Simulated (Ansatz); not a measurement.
Relaxation of BClFH (4 atoms, charge 0, multiplicity 1), to a largest force component of 0.02 eV/Å in at most 40 steps.

All numbers below come from RKS PBE/def2-SVP in Ansatz 0.2.0.

```xyz
4
Properties=species:S:1:pos:R:3
B 0.000 0.000 0.000
H 0.000 0.000 1.190
F 1.143 0.000 -0.660
Cl -1.611 0.000 -0.930
```

Question: Where does it end, and by what steps?

Answer: The run converged. After 5 steps the energy has fallen by 0.115 eV; Cl4 moved furthest, 0.08 Å.

```csv
step,energy less start (eV),largest force component (eV/Å),accepted
0,0.0000,1.685,yes
1,-0.0865,0.927,yes
2,-0.1138,0.186,yes
3,-0.1149,0.100,yes
4,-0.1151,0.037,yes
5,-0.1151,0.001,yes
```

```xyz
4
Properties=species:S:1:pos:R:3
B -0.026 0.000 -0.012
H -0.017 0.000 1.200
F 1.113 0.000 -0.684
Cl -1.537 0.000 -0.904
```

Whether the end is a true minimum wasn't checked by a vibrational analysis.

The run took 6.8 s on 1 thread of Arm Neoverse V1, with other jobs on the host, peak memory 0.12 GiB.
